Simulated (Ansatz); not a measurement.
Basis-set extrapolation for C$_{4}$H$_{4}$F$_{2}$ (`FC1=CCC1F`) (PBE0-D4/def2-TZVP geometry, frozen core, the Gaussian-basis code of Ansatz). Multiplicity 1, RHF reference.

```csv
,def2-TZVPP,def2-QZVPP
HF,-352.753664,-352.768983
MP2 correlation,-1.131901,-1.221227
CCSD(T) correlation,-1.202509,not run
```

Energies in hartree. Use E(X) = E(∞) + A·exp(−7.88·√X) for Hartree–Fock and E(X) = E(∞) + B·X^(−2.97) for correlation, with X = 3 and 4, and add CCSD(T) minus MP2 of the smaller set to the MP2 limit.

Task: What is the CCSD(T) energy at the basis-set limit?

Result: HF limit: -352.768983 + (-0.015319) × 0.13774 = -352.77109. MP2 limit: -1.221227 + (-0.089326) × 0.74074 = -1.28739. Higher-order term: -1.202509 − (-1.131901) = -0.07061. Total: -354.12909 hartree, 108.5 kcal/mol below CCSD(T)/def2-TZVPP.
